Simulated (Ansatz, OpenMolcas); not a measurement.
**From Ansatz to OpenMolcas**

This Ansatz 0.2.0 job computes CH3Al (SMILES C[Al]):

input.yaml:
```yaml
crystal:
  periodic: [false, false, false]
  atoms:
    - symbol: C
      position_ang: [-0.131220, -0.057510, 0.054000]
    - symbol: Al
      position_ang: [1.572690, 0.689240, -0.647230]
    - symbol: H
      position_ang: [-0.230740, -1.127460, -0.171770]
    - symbol: H
      position_ang: [-0.205100, 0.049890, 1.144270]
    - symbol: H
      position_ang: [-1.005630, 0.445840, -0.379270]
basis:
  gaussian: {orbitals: cc-pVTZ}
magnetization: {spin_polarized: false, initial_magnetization: 0}
correlation: {method: ccsd_t, frozen_orbitals: {Al: 5, C: 1, H: 0}}
accuracy: high
scf: {omitted_lower_state_checks: [cluster_reference, increment]}
```

```bash
$ ansatz run input.yaml --threads 1 --pin off --max-ram 3480MiB --events-out events.jsonl --progress --plain --runs-dir runs
```

The coordinates come from a PBE0-D4/def2-TZVP relaxation.

The restricted solution is unstable to spin breaking, so it isn't the lowest, and correlation built on it is unsound.

It gives a total energy of -281.803589 Eh.

Problem. Translate the job to OpenMolcas 26.06 as an input file of the program's own.

Solution. For example:

test.input:
```
&gateway
  baslib = $CurrDir
  coord
  5
  angstrom
  C       -0.131220      -0.057510       0.054000
  Al       1.572690       0.689240      -0.647230
  H       -0.230740      -1.127460      -0.171770
  H       -0.205100       0.049890       1.144270
  H       -1.005630       0.445840      -0.379270
  basis = cc-pVTZ
  group = NoSym

&seward
  high

&scf
  thresholds = 1e-10 1e-07 1e-07 1e-05
  prorbitals = 1 1

&chcc
  frozen = 6
  threshold = 1e-08
  maxiterations = 80

&cht3
  frozen = 6
```

```bash
$ export MOLCAS_MEM=1860
$ pymolcas test.input > test.log
```

(Basis files named in the input come from the Basis Set Exchange and aren't shown.)

Its energy is -281.803589 Eh, the same as the first but for the last digit, at most.
